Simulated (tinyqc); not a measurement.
Worked calculation: extended Hueckel theory, for HF. One step of it, computed by the program tinyqc.

Task: Wolfsberg-Helmholz matrix. H_ij = K' S_ij (H_ii + H_jj)/2 for i != j (the diagonal keeps H_ii), with K' = K + D^2 + D^4 (1 - K), D = (H_ii - H_jj)/(H_ii + H_jj), K = 1.75.

overlap S, order 1F 2s, 1F 2px, 1F 2py, 1F 2pz, 2H 1s:
$$\begin{pmatrix}
1.000000 & 0.000000 & 0.000000 & 0.000000 & 0.404927 \\
0.000000 & 1.000000 & 0.000000 & 0.000000 & 0.000000 \\
0.000000 & 0.000000 & 1.000000 & 0.000000 & 0.000000 \\
0.000000 & 0.000000 & 0.000000 & 1.000000 & 0.344531 \\
0.404927 & 0.000000 & 0.000000 & 0.344531 & 1.000000
\end{pmatrix}$$

diagonal H_ii (eV): 1F 2s -40.000000, 1F 2px -18.100000, 1F 2py -18.100000, 1F 2pz -18.100000, 2H 1s -13.600000

K = 1.750000

Give: H.

Result:

H (eV), order 1F 2s, 1F 2px, 1F 2py, 1F 2pz, 2H 1s:
$$\begin{pmatrix}
-40.0000 & 0.0000 & 0.0000 & 0.0000 & -21.1447 \\
0.0000 & -18.1000 & 0.0000 & 0.0000 & 0.0000 \\
0.0000 & 0.0000 & -18.1000 & 0.0000 & 0.0000 \\
0.0000 & 0.0000 & 0.0000 & -18.1000 & -9.6648 \\
-21.1447 & 0.0000 & 0.0000 & -9.6648 & -13.6000
\end{pmatrix}$$
